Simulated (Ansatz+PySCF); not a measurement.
**doublet O₂F: levels of theory in one basis**

```xyz
3

F     0.0000    0.1719   -1.2316
O     0.0000   -0.4951    0.1853
O     0.0000    0.3232    1.0463
```

Basis set: cc-pVTZ (spherical functions). Correlated methods keep 3 orbitals frozen. Correlation on ROHF uses semicanonical orbitals with singles. Charge 0, multiplicity 2.

Computed with Ansatz (development build ahead of 0.2.0) and PySCF 2.14.0; each method stands on the lowest determinant of its kind that the runs found.

```tsv
method	E − E(ROHF) (eV)	<S²> of the determinant
ROHF	0.00	0.75
UHF	-1.15	1.42
ROHF-MP2	-20.01	–
UHF-MP2	-19.04	1.42
```

(1) What does ROHF-CCSD(T) give on the same scale?

Answers

(1) -21.16 eV.

The restricted and unrestricted rows may stand on different electronic states: another unrestricted solution lies nearer the restricted one.

Caution for ROHF, ROHF-MP2, ROHF-CCSD(T): an unrestricted determinant lies well below. Caution for UHF, UHF-MP2: the unrestricted determinant is spin contaminated. Caution for ROHF-MP2, ROHF-CCSD(T): large amplitudes, a single reference is doubtful. Caution for UHF-MP2: another reference gives a lower total.
